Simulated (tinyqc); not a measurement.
CIS on RHF in the sto-3g basis, frozen core, for LiH, spin multiplicity 1, step by step. One step of it, computed by the program tinyqc.

Task: CIS matrix, singlets. A(ia,jb) = (e_a - e_i) d_ij d_ab + 2 (ia|jb) - (ij|ab).

orbital energies (hartree): MO1 -2.346736, MO2 -0.294121, MO3 0.079037, MO4 0.163726, MO5 0.163726, MO6 0.576034

Two-electron integrals over orbitals (pq|rs), unique and non-zero (hartree); the lowest 1 orbital is frozen and left out:
```
(22|22) 0.494774    (32|22) -0.046823   (32|32) 0.012080    (33|22) 0.226847
(33|32) 0.006070    (33|33) 0.338871    (42|42) 0.024028    (43|42) 0.019207
(43|43) 0.041319    (44|22) 0.275493    (44|32) 0.004661    (44|33) 0.282231
(44|44) 0.312946    (52|52) 0.024028    (53|52) 0.019207    (53|53) 0.041319
(54|54) 0.016869    (55|22) 0.275493    (55|32) 0.004661    (55|33) 0.282231
(55|44) 0.279207    (55|55) 0.312946    (62|22) 0.132637    (62|32) -0.033422
(62|33) -0.009241   (62|44) -0.010522   (62|55) -0.010522   (62|62) 0.122895
(63|22) -0.050912   (63|32) 0.008381    (63|33) 0.036055    (63|44) 0.001353
(63|55) 0.001353    (63|62) -0.031005   (63|63) 0.026299    (64|42) -0.019510
(64|43) -0.013872   (64|64) 0.019450    (65|52) -0.019510   (65|53) -0.013872
(65|65) 0.019450    (66|22) 0.457568    (66|32) -0.042077   (66|33) 0.242058
(66|44) 0.269363    (66|55) 0.269363    (66|62) 0.140885    (66|63) -0.043519
(66|66) 0.456476
```

Give: CIS matrix A, singlet.

Result:

CIS matrix A, singlet (hartree):
```
         2>3     2>4     2>5      2>6
2>3   0.1705  0.0000  0.0000  -0.0159
2>4   0.0000  0.2304  0.0000   0.0000
2>5   0.0000  0.0000  0.2304   0.0000
2>6  -0.0159  0.0000  0.0000   0.6584
```
